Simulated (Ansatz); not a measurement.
# HCl₂ (doublet): from Hartree-Fock to the top rungs at distance Cl1–H2 along a hydrogen transfer = 1.620 Å, cc-pVDZ

How much of the correlation energy of HCl₂ (doublet) does each wave-function method recover here?

Program: Ansatz 0.2.0, Gaussian basis. Level of theory: cc-pVDZ, core rule «outside noble gas», up to 10 orbitals frozen. These are calculated values, not measurements.

The runs, in order: UHF; CCSD(T) on ROHF; CCSD(T) on UHF; BCCD(T) on ROHF; CISD; CCSDT(Q) on ROHF; CCSDT(Q) on UHF; CASSCF and MRCISD+Q, 3 electrons in 3 orbitals; CASSCF and NEVPT2, 3 electrons in 3 orbitals; CASSCF and MRCISD+Q, 15 electrons in 9 orbitals; CASSCF and NEVPT2, 15 electrons in 9 orbitals.

9 further runs of the same task are left out: 8 that didn't finish, 1 set aside as unsound or not needed.

## 1. The geometry

The geometry derives from fragments relaxed apart (PBE0/def2-TZVP) and kept rigid, so it is no stationary point. A hydrogen atom is moved between rigid fragments.

3 atoms, charge 0, spin multiplicity 2.

Atoms are counted from 1 here; the program's logs count them from 0.

Bond lengths: Cl1–H2 1.620 Å, H2–Cl3 1.407 Å. Angles: Cl1–H2–Cl3 180.0°.

Coordinates:

```xyz
3
charge 0, multiplicity 2
Cl    0.00000    0.00000   -1.54900
H     0.00000    0.00000    0.07100
Cl    0.00000    0.00000    1.47800
```

## 2. UHF

in.yaml

```yaml
crystal:
  periodic: [false, false, false]
  atoms:
    - {symbol: Cl, position_ang: [0.000000, 0.000000, -1.549000]}
    - {symbol: H, position_ang: [0.000000, 0.000000, 0.071000]}
    - {symbol: Cl, position_ang: [0.000000, 0.000000, 1.478000]}
basis:
  gaussian: {orbitals: cc-pVDZ}
magnetization: {spin_polarized: true, initial_magnetization: 1}
hamiltonian: {xc: hf}
output: {orbitals: {seedname: orbitals}}
```

Started as:

```bash
ansatz run in.yaml --threads 1 --pin off --events-out ev --progress --plain --max-ram 2393MiB
```

Further steps of the session: CCSD(T) on ROHF; CCSD(T) on UHF; BCCD(T) on ROHF; CISD; CCSDT(Q) on ROHF; CCSDT(Q) on UHF; CASSCF and MRCISD+Q, 3 electrons in 3 orbitals; CASSCF and NEVPT2, 3 electrons in 3 orbitals; CASSCF and MRCISD+Q, 15 electrons in 9 orbitals; CASSCF and NEVPT2, 15 electrons in 9 orbitals.

Q: Predict the results of all the runs planned. Wanted: UCCSDT(Q) below the RHF energy; RMP2 from UCCSDT(Q); UMP2 from UCCSDT(Q); RCCSD from UCCSDT(Q); RCCSD(T) from UCCSDT(Q); UCCSD(T) from UCCSDT(Q); RCCSDT(Q) from UCCSDT(Q); NEVPT2 pair from UCCSDT(Q); MRCISD+Q pair from UCCSDT(Q).

The runs gave:

| quantity | value |
| --- | --- |
| UCCSDT(Q) below the RHF energy | -8.6610 eV |
| RMP2 from UCCSDT(Q) | +1041.6 meV |
| UMP2 from UCCSDT(Q) | +1077.3 meV |
| RCCSD from UCCSDT(Q) | +184.1 meV |
| RCCSD(T) from UCCSDT(Q) | +31.6 meV |
| UCCSD(T) from UCCSDT(Q) | +31.7 meV |
| RCCSDT(Q) from UCCSDT(Q) | +0.2 meV |
| NEVPT2 pair from UCCSDT(Q) | +963.0 meV |
| MRCISD+Q pair from UCCSDT(Q) | +57.4 meV |
| NEVPT2 valence from UCCSDT(Q) | +1718.9 meV |
| levels within 1 kcal/mol (43 meV) | RCCSD(T), UCCSD(T), BCCD(T), RCCSDT, UCCSDT, RCCSDT(Q) |
| T1 diagnostic | 0.022 |
| effectively unpaired electrons | 1.01 |

In words: RCCSD(T) lands +31.6 meV from the yardstick (0.4 % of the correlation energy). One determinant dominates. Of the multireference levels listed MRCISD+Q valence comes nearest in total energy (+50.8 meV), which doesn't show that its space is the better one. These misses are within one basis, not against nature; the frozen cores of restricted and unrestricted runs differ, which can shift their rows.
